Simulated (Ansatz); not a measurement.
For GaS (P6₃/mmc, No. 194), rVV10 (Ansatz, a program for electronic structure, plane waves, PAW) gives:

```
Property               Result
-------------------  --------
lattice constant a    3.651 Å
lattice parameter c  15.548 Å
```

### Question
What does PBE0-D4 in Ansatz (plane waves, PAW) give for the same quantities?

### Answer

- lattice constant a: 3.556 Å (falls by 2.6 %)
- lattice parameter c: 15.204 Å (decreases by 2.2 %)

Changes are worked out from the printed values.

Unless a cell is named, each level is at its own relaxed cell (rVV10 22.44, PBE0-D4 20.81 Å³/atom).

Ansatz's density-functional and Hartree–Fock values are scalar-relativistic unless marked +SOC, with PAW data made under PBE.
